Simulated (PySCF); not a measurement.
Theory: core-valence-separated Tamm–Dancoff BHandHLYP/aug-pcX-1 (pcseg-1 on H) in PySCF, non-relativistic, gas phase, PBE0-D3(BJ)/def2-SVP geometry. BHandHLYP without relativity tends to put these K edges a few eV too low, so spacings mean more than positions.

Main lines of an unknown, eV (oscillator strength): C K: 284.1 (0.059), 284.4 (0.061), 284.7 (0.072), 286.8 (0.017), 287.4 (0.023); N K: 397.2 (0.059). Listed: the first five lines at most of each edge with a tenth or more of its strongest line's intensity; roots within 0.03 eV on the same or equivalent atoms are summed. Only the lowest roots were sought, and the top ones are left out.

Question: Which candidate gives them?
A. `c1cocn1`
B. `C=CN=C=O`

Answer: A. 

- `c1cocn1`: C K: 284.1 (0.059), 284.4 (0.061), 284.7 (0.072), 286.8 (0.017), 287.4 (0.023); N K: 397.2 (0.059). First C line listed at 284.1 eV, hole on the aromatic CH next to a ring nitrogen (1s→π*); first N line listed at 397.2 eV, hole on the pyridine-type nitrogen (1s→π*).
- `C=CN=C=O`: C K: 282.5 (0.057), 283.9 (0.062), 285.9 (0.010), 286.2 (0.025), 286.4 (0.087); N K: 399.6 (0.030), 399.7 (0.015), 401.5 (0.038). First C line listed at 282.5 eV, hole on the terminal =CH2 carbon (1s→π*); first N line listed at 399.6 eV, hole on the isocyanate nitrogen.

One conformer each; other structures than these candidates weren't tested.
